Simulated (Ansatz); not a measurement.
# The cluster Sn₃: structure and electronic state

Aim: characterise the cluster Sn₃ as a singlet: its structure, frontier levels and distribution of charge.

Method: RKS PBE0-D4/def2-TZVP; program: Ansatz 0.2.0, Gaussian basis.

Plan: relaxation at PBE0-D4/def2-SVP; a search for the lowest solution at PBE0-D4/def2-SVP; a single point at PBE0-D4/def2-TZVP; harmonic vibrations at PBE0-D4/def2-SVP.

3 further runs of the same task are left out: 3 set aside as unsound or not needed. Runs told in other sessions of the task aren't counted.

## 1. Starting geometry

3 atoms, charge 0, spin multiplicity 1.

Atoms are counted from 1 here; the program's logs count them from 0.

Bond lengths: Sn1–Sn2 2.671 Å, Sn1–Sn3 3.279 Å, Sn2–Sn3 2.672 Å. Angles: Sn2–Sn1–Sn3 52.2°, Sn1–Sn2–Sn3 75.7°, Sn1–Sn3–Sn2 52.1°.

Sn takes a core potential in the def2 sets. No spin-orbit coupling is included.

The start is a GFN1-xTB geometry.

## 2. Relaxation at PBE0-D4/def2-SVP

Contents of in.yaml:

```yaml
crystal:
  periodic: [false, false, false]
  atoms:
    - {symbol: Sn, position_ang: [-0.404460, 1.529240, -0.824150]}
    - {symbol: Sn, position_ang: [1.095750, -0.666350, -0.576100]}
    - {symbol: Sn, position_ang: [-0.691290, -0.862890, 1.400250]}
basis:
  gaussian: {orbitals: def2-SVP}
hamiltonian: {xc: pbe0, dispersion: d4}
scf: {omitted_lower_state_checks: [starts]}
output: {orbitals: {seedname: orbitals}}
relax: {f_tol: 0.02, max_steps: 100}
```

On the command line:

```console
ansatz run in.yaml --threads 4 --pin off --events-out ev --progress --plain --max-ram 3916MiB
```

The runs that follow: Searching for the lowest solution, PBE0-D4/def2-SVP; Single point, PBE0-D4/def2-TZVP; Vibrations by finite differences.

**Question.** What will the summary of the whole plan be? Wanted: point group; commonest bond; HOMO, LUMO at PBE0-D4/def2-TZVP; dipole at PBE0-D4/def2-SVP; lowest, highest wavenumber.

As calculated:

```
                       quantity                            value
                    point group                              C2v
                 commonest bond  Sn–Sn, 2 of mean length 2.686 Å
HOMO, LUMO at PBE0-D4/def2-TZVP                  -5.49, -3.46 eV
     dipole at PBE0-D4/def2-SVP                           0.60 D
     lowest, highest wavenumber                     76, 208 cm⁻¹
```

What this shows: The molecule keeps its bonding pattern by the stored test; the atoms moved 0.04 Å (rms). All wavenumbers are real: a minimum at this level. The HOMO lies nearest to Sn2 41 %; Sn1, Sn3 about 30 % each and the LUMO to Sn1, Sn3 about 37 % each; Sn2 27 %. Whether this spin is the lowest isn't tested here.
